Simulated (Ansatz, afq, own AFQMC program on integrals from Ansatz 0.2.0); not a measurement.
Atomization energy of SiNH$_{2}$, doublet

```xyz
4

Si    0.0000   -0.1221    0.5333
N     0.0000    0.1881   -1.0305
H     0.0000    1.1726    1.3200
H     0.0000   -0.3847   -1.8594
```

Connectivity, by distances: SiH–NH.

Atoms in their ground-state spins without spin–orbit coupling (mostly on UHF) minus the molecule (UHF), without zero-point energy. The geometry is a stationary point, not shown to be a minimum.

Basis cc-pVDZ. Only valence electrons are correlated. AFQMC by an in-house program on the Cholesky factors that Ansatz 0.2.0 writes for its CCSD(T) run. ph-AFQMC/CISD is guided by a CISD state made of CCSD amplitudes; releasing the constraint for a short imaginary time cuts its bias at the price of noise, slowly where states lie close. Error bars are statistical, one sigma. The errors of all members are added in quadrature.

No full CI on the walks' own integrals is used here; CCSDT(Q) serves as the reference and is uncertain by about the last step of the cluster series. Each member takes its own surest rung, up to full CI.

The best estimate is CCSD(T) at the basis-set limit (CBS: def2-TZVPP and def2-QZVPP, with their diffuse functions for anions and beside diffuse sets, CCSD(T) itself extrapolated) plus the step from CCSD(T) to CCSDT(Q) in cc-pVDZ. Rows without CBS are in cc-pVDZ, the functionals in def2-TZVP; B2PLYP and the wave-function rows carry a basis error of their own. Core correlation and relativity beyond core potentials are missing, and ± holds the sampling alone.

Cautions: SiNH₂ (doublet): strong correlation (T1 0.051, weight of the determinant 0.83, largest double 0.09), unrestricted determinant slightly spin contaminated (⟨S²⟩ 0.83 against 0.75), its ph-AFQMC/CISD value lies 88 ± 23 meV above CCSDT(Q).

Best estimate: 11.609 eV.

| level | atomization energy (eV) | error against the best estimate (eV) |
| --- | --- | --- |
| HF | 6.177 | -5.432 |
| MP2 | 9.633 | -1.976 |
| CCSD | 9.533 | -2.076 |
| CCSD(T) | 9.785 | -1.823 |
| CCSDT | 9.819 | -1.789 |
| CCSDT(Q) | 9.860 | -1.749 |
| ph-AFQMC/CISD | 9.775 ± 0.023 | -1.834 ± 0.023 |
| released AFQMC | 9.840 ± 0.032 | -1.769 ± 0.032 |
| HF/CBS | 6.909 | -4.700 |
| MP2/CBS | 11.453 | -0.155 |
| CCSD(T)/CBS | 11.535 | -0.074 |
| PBE | 11.940 | 0.332 |
| r2SCAN | 11.573 | -0.035 |
| PBE0 | 11.392 | -0.217 |
| B3LYP | 11.648 | 0.039 |
| wB97M-V | 11.558 | -0.050 |
| B2PLYP | 11.446 | -0.163 |

Correlation beyond CCSD(T) adds 0.074 eV. Going to the basis-set limit adds 1.749 eV at CCSD(T). The perturbative (T) step is worth +0.253 eV. The functionals spread over 0.548 eV; r2SCAN and B3LYP come nearest and PBE is 0.332 eV too high. Where the cautions show a poor determinant, the low rows tell how each method copes with it, not its usual error.

Best estimates are given only where the step beyond CCSD(T) is under 0.3 eV and no member's determinant is very poor (T1 over 0.05, or 0.07 for open shells, ⟨S²⟩ too high by 0.3, two states mixed), so the hardest cases are missing from such tables.

The functionals ran in a triple-zeta set and keep a basis error of their own, a few kJ/mol for each bond in atomization energies and more for double hybrids, so close places among them and the extrapolated levels can swap.

CCSDT and higher add their correlation energy to the determinant of the CCSD(T) run, since their own runs factorise the integrals more tightly (a shift of under 2 meV). Each member of a difference takes its own highest rung, so a best estimate needn't equal the limit plus the step of one row. A walk keeps the symmetry of its determinant, which the program's search chose and which needn't be the lowest solution, so a lower state of the same spin and another symmetry isn't excluded. Released energies are given only where the last usable release times agree within the noise; a slower fall can still hide under it.
